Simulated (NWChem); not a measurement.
The numbers come from NWChem runs, not from measurements. System: CH2 (+1), charge 1, spin multiplicity 2, at a geometry optimised with UPBE/def2-SVP. The structure started from a generated list of species. Its SCF solution wasn't tested for a lower state. Level: URI-MP2/cc-pVDZ, 1 core orbitals frozen.

Job file:

```
start mol
memory heap 200 mb stack 900 mb global 1100 mb
charge 1
geometry units angstroms nocenter noautoz
  C      0.000000     0.000000     0.092360
  H      1.057177     0.000000    -0.277081
  H     -1.057177     0.000000    -0.277081
  symmetry group C2v
end
basis spherical
  * library cc-pvdz
end
basis "ri-mp2 basis" spherical
  * library cc-pvdz-ri
end
scf
  uhf
  nopen 1
  maxiter 100
  thresh 1e-7
  semidirect memsize 60000000 filesize 0
  # guess.movecs holds the orbitals of an unrestricted PBE0 run
  vectors input guess.movecs output mol.movecs
end
mp2
  freeze core 1
end
task rimp2 energy
```

NWChem printed:

```
             Northwest Computational Chemistry Package (NWChem) 7.3.0
             --------------------------------------------------------

                                NWChem Input Module
                                -------------------

 Scaling coordinates for geometry "geometry" by  1.889725989
 (inverse scale =  0.529177249)

 Turning off AUTOSYM since
 SYMMETRY directive was detected!

                             Geometry "geometry" -> ""
                             -------------------------

 Output coordinates in angstroms (scale by  1.889725989 to convert to a.u.)

  No.       Tag          Charge          X              Y              Z
 ---- ---------------- ---------- -------------- -------------- --------------
    1 C                    6.0000     0.00000000     0.00000000     0.09236000
    2 H                    1.0000     1.05717700     0.00000000    -0.27708100
    3 H                    1.0000    -1.05717700     0.00000000    -0.27708100

 Effective nuclear repulsion energy (a.u.)       5.9206905035

            Nuclear Dipole moment (a.u.)
            ----------------------------
        X                 Y               Z
 ---------------- ---------------- ----------------
     0.0000000000     0.0000000000    -0.0000037795

      Symmetry information
      --------------------

 Group name             C2v
 Group number             16
 Group order               4
 No. of unique centers     2

      Symmetry unique atoms

     1    2


 Summary of "ao basis" -> "" (spherical)
 ------------------------------------------------------------------------------
       Tag                 Description            Shells   Functions and Types
 ---------------- ------------------------------  ------  ---------------------
 *                          cc-pvdz                   on all atoms

 Summary of "ri-mp2 basis" -> "" (spherical)
 ------------------------------------------------------------------------------
       Tag                 Description            Shells   Functions and Types
 ---------------- ------------------------------  ------  ---------------------
[...]
 RI-MP2 Calculation Information:
          Nr. of AO basis functions:         24
     Nr. of fitting basis functions:         84
               Nr. of MO spin cases:          2
        Nr. of MOs to be correlated:         23         23
     Nr. of occupied MOs correlated:          3          2
      Nr. of virtual MOs correlated:         20         21

          RI integral approximation: 'V'
    Threshold for Schwarz screening:  1.000E-09
 Smallest eigenvalue retained in fit  1.000E-08
    Type of storage for MO integrals 'EAF library'

 Transformation block size    3, requiring     1 integral passes.
 XForm_3cInts: Completed     1:    3 pass.
 Transformation block size    2, requiring     1 integral passes.
 XForm_3cInts: Completed     1:    2 pass.
 Energy evaluation using block sizes     3    3
 RIMP2_V_E2: Approx. ints. done (    1:    3,    1:    3)
 RIMP2_V_E2: Copy to B done (    1:    3,    1:    3)
 RIMP2_V_E2: Denominators done (    1:    3,    1:    3)
 RIMP2_V_E2: Completed block (    1:    3,    1:    3)
 RIMP2_V_E2: Approx. ints. done (    1:    3,    1:    2)
 RIMP2_V_E2: Copy to B done (    1:    3,    1:    2)
 RIMP2_V_E2: Denominators done (    1:    3,    1:    2)
 RIMP2_V_E2: Completed block (    1:    3,    1:    2)
 RIMP2_V_E2: Approx. ints. done (    1:    2,    1:    2)
 RIMP2_V_E2: Copy to B done (    1:    2,    1:    2)
 RIMP2_V_E2: Denominators done (    1:    2,    1:    2)
 RIMP2_V_E2: Completed block (    1:    2,    1:    2)

          -------------------------------------------
          SCF energy                 -38.570481812619
          Correlation energy          -0.075966664961
          Total MP2 energy           -38.646448477581
          -------------------------------------------

 -----------------------
 Performance information
 -----------------------

 Timer overhead =  1.32D-07 seconds/call

               Nr. of calls         CPU time (s)                 Wall time (s)                GFlops
             ---------------    -------------------     ------------------------------   -------------------
Name         Min   Avg   Max    Min     Avg     Max     Min     Avg     Max   Mx/calls   Min     Max     Sum
Overall       1     1     1   6.33E-2 6.33E-2 6.33E-2  6.33E-2 6.33E-2 6.33E-2 6.33E-2   0.0     0.0     0.0
3c integr     2     2     2   1.34E-2 1.34E-2 1.34E-2  1.34E-2 1.34E-2 1.34E-2 6.72E-3   0.0     0.0     0.0
Energy        1     1     1   7.39E-4 7.39E-4 7.39E-4  7.39E-4 7.39E-4 7.39E-4 7.39E-4   0.0     0.0     0.0
3c integr     2     2     2   1.32E-2 1.32E-2 1.32E-2  1.32E-2 1.32E-2 1.32E-2 6.58E-3   0.0     0.0     0.0
First 2/3     6     6     6   6.14E-5 6.14E-5 6.14E-5  6.14E-5 6.14E-5 6.14E-5 1.02E-5   0.0     0.0     0.0
Final 1/3     2     2     2   6.28E-5 6.28E-5 6.28E-5  6.28E-5 6.28E-5 6.28E-5 3.14E-5   0.0     0.0     0.0
Write 3c      2     2     2   7.08E-5 7.08E-5 7.08E-5  7.09E-5 7.09E-5 7.09E-5 3.54E-5   0.0     0.0     0.0
Read 3c i     3     3     3   3.69E-5 3.69E-5 3.69E-5  3.69E-5 3.69E-5 3.69E-5 1.23E-5   0.0     0.0     0.0
Fitting b     1     1     1   2.87E-3 2.87E-3 2.87E-3  2.87E-3 2.87E-3 2.87E-3 2.87E-3   0.0     0.0     0.0
Schwarz i     1     1     1   5.62E-4 5.62E-4 5.62E-4  5.62E-4 5.62E-4 5.62E-4 5.62E-4   0.0     0.0     0.0
Form 4ci      3     3     3   4.13E-5 4.13E-5 4.13E-5  4.13E-5 4.13E-5 4.13E-5 1.38E-5   0.0     0.0     0.0
Form A &      3     3     3   4.06E-4 4.06E-4 4.06E-4  4.06E-4 4.06E-4 4.06E-4 1.35E-4   0.0     0.0     0.0
Denominat     3     3     3   5.90E-6 5.90E-6 5.90E-6  5.89E-6 5.89E-6 5.89E-6 1.96E-6   0.0     0.0     0.0
Pair Ener     3     3     3   4.71E-5 4.71E-5 4.71E-5  4.71E-5 4.71E-5 4.71E-5 1.57E-5   0.0     0.0     0.0

 The average no. of pstat calls per process was 3.30D+01
 with a timing overhead of 4.37D-06s

 Task  times  cpu:        0.1s     wall:        0.1s

 Total times  cpu:        0.1s     wall:        0.1s
```
